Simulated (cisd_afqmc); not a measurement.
Input (AFQMC/CISD/aug-cc-pVQZ; cisd_afqmc is a phaseless AFQMC code with CISD trial states that reads the integrals written by Ansatz):

Ansatz 0.2 input:
```python
import cisd_afqmc

open("ham.yaml", "w").write("""\
crystal:
  periodic: [false, false, false]
  atoms:
    - {symbol: F, position_ang: [-0.00000000, -0.00000000, -0.09153811]}
    - {symbol: H, position_ang: [0.00000000, 0.00000000, 0.82384296]}
basis:
  gaussian:
    orbitals: aug-cc-pVQZ
magnetization: {spin_polarized: false}
correlation: {method: ccsd, electrons: outside_noble_gas, hamiltonian_folder: ham}
""")
rep = cisd_afqmc.ansatz("ham.yaml")
e_ccsd = rep["correlation"]["coupled_cluster"]["energy"]["hartree"]
out = cisd_afqmc.run("ham", e_ccsd, trial="CISD", walkers=2000, populations=1, threads=12, dt=0.005, steps=40, early=24, settle=10, least=100,
    cut=5e-5, rank_cut=2e-4, target=0.0004, seconds=1000, seed=4, memory=62639, gpu=True)
```

Output:

```
orbitals 125, occupied [4], factors 567 of 771, rank of the doubles 185 of 484
E(HF) = -100.068633
E(CCSD) on the cut factors = -100.369106, shift to the whole factors -0.000000
Energy of the trial state on the determinant = -100.369071
  tau behind 7.2 of longer steps, mean of the populations' last blocks
   2.0  -100.37710
   4.0  -100.37736
   6.0  -100.37828
   8.0  -100.37743
  10.0  -100.37730
  12.0  -100.37700
  14.0  -100.37739
  16.0  -100.37742
  18.0  -100.37735
  20.0  -100.37795
  22.0  -100.37752
blocks 100 (0 outliers left out), error by blocks joined: 1: 0.00007, 2: 0.00008, 4: 0.00010, 8: 0.00011
E(AFQMC/CISD) = -100.37750 +/- 0.00011
```
